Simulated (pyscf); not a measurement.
**Four-centre exchange: `[Cl][B]([Cl])[Cl]` + `[FH]` -> `[F][Cl]` + `[Cl][BH][Cl]`**

Gas phase, singlet surface, charge 0. Bonds broken: Cl1–B2, F5–H6. Bonds formed: Cl1–F5, B2–H6. Structures and frequencies: ωB97X-D3(BJ)/def2-SVP in PySCF. Correlated levels are frozen-core, on RHF or UHF. ΔMP2 is the change of the MP2 total energy from the triple- to the quadruple-zeta basis.

Transition state (Å):

```xyz
6

Cl    -0.2554     0.3180     1.1198
B     -1.4942    -0.3860    -0.0479
Cl    -1.2400    -2.0825    -0.4977
Cl    -3.1352     0.2710     0.0940
F      0.5164     1.3124    -0.3609
H     -0.7249     0.4297    -0.8278
```

One imaginary mode, 1464i cm⁻¹; descent along it reached the two sides named.

```json
[
 {"bond": "Cl1–B2", "change": "breaks", "reactant side (Å)": "1.738", "saddle": "1.842", "product side": "3.2"},
 {"bond": "F5–H6", "change": "breaks", "reactant side (Å)": "0.927", "saddle": "1.593", "product side": "2.7"},
 {"bond": "Cl1–F5", "change": "forms", "reactant side (Å)": "3.3", "saddle": "1.943", "product side": "1.643"},
 {"bond": "B2–H6", "change": "forms", "reactant side (Å)": "2.7", "saddle": "1.366", "product side": "1.198"}
]
```

Electronic energies relative to the separated reactants (kcal/mol):

```json
[
 {"level": "ωB97X-D3(BJ)/def2-TZVP", "barrier": "136.1", "reaction energy": "+87.3", "reverse barrier": "48.8"},
 {"level": "PBE/def2-TZVP", "barrier": "110.6", "reaction energy": "+82.9", "reverse barrier": "27.7"},
 {"level": "r²SCAN/def2-TZVP", "barrier": "120.7", "reaction energy": "+87.7", "reverse barrier": "33.0"},
 {"level": "B3LYP-D3(BJ)/def2-TZVP", "barrier": "125.9", "reaction energy": "+84.4", "reverse barrier": "41.5"},
 {"level": "PBE0-D3(BJ)/def2-TZVP", "barrier": "127.7", "reaction energy": "+88.2", "reverse barrier": "39.5"},
 {"level": "M06-2X/def2-TZVP", "barrier": "140.1", "reaction energy": "+87.6", "reverse barrier": "52.5"},
 {"level": "ωB97M-D3(BJ)/def2-TZVP", "barrier": "134.6", "reaction energy": "+86.3", "reverse barrier": "48.3"},
 {"level": "HF/def2-TZVP", "barrier": "180.8", "reaction energy": "+88.6", "reverse barrier": "92.2"},
 {"level": "MP2/def2-QZVPP", "barrier": "137.0", "reaction energy": "+95.9", "reverse barrier": "41.1"},
 {"level": "CCSD/def2-TZVPP", "barrier": "146.1", "reaction energy": "+89.9", "reverse barrier": "56.2"},
 {"level": "CCSD(T)/def2-TZVPP", "barrier": "135.6", "reaction energy": "+89.7", "reverse barrier": "45.9"},
 {"level": "CCSD(T)/def2-TZVPP + ΔMP2(QZVPP)", "barrier": "134.6", "reaction energy": "+89.8", "reverse barrier": "44.8"}
]
```

With CCSD(T)/def2-TZVPP + ΔMP2(QZVPP) energies and thermal terms (ideal gas, 1 atm, RRHO with modes under 100 cm⁻¹ raised to 100, one conformer, R ln 2 for chiral ones without a mode under 150 cm⁻¹), in kcal/mol:

```csv
T (K),ΔH‡,ΔG‡,ΔH,ΔG
298,131.5,140.2,+89.0,+87.4
600,131.7,149.1,+88.5,+86.0
900,132.2,157.7,+88.4,+84.8
1200,132.8,166.1,+88.4,+83.6
```

The same reactants have a lower exit, to HCl + F–B(Cl)–Cl (barrier +15.1 kcal/mol at ωB97M-D3(BJ), against +134.6 kcal/mol here). This is the saddle that the search found; another between the same sides may lie lower. A restricted solution here is unstable towards spin polarisation, so biradical character is likely and single-reference numbers are less safe. The CCSD(T) − MP2 part came from Ansatz, without density fitting, on the same reference.
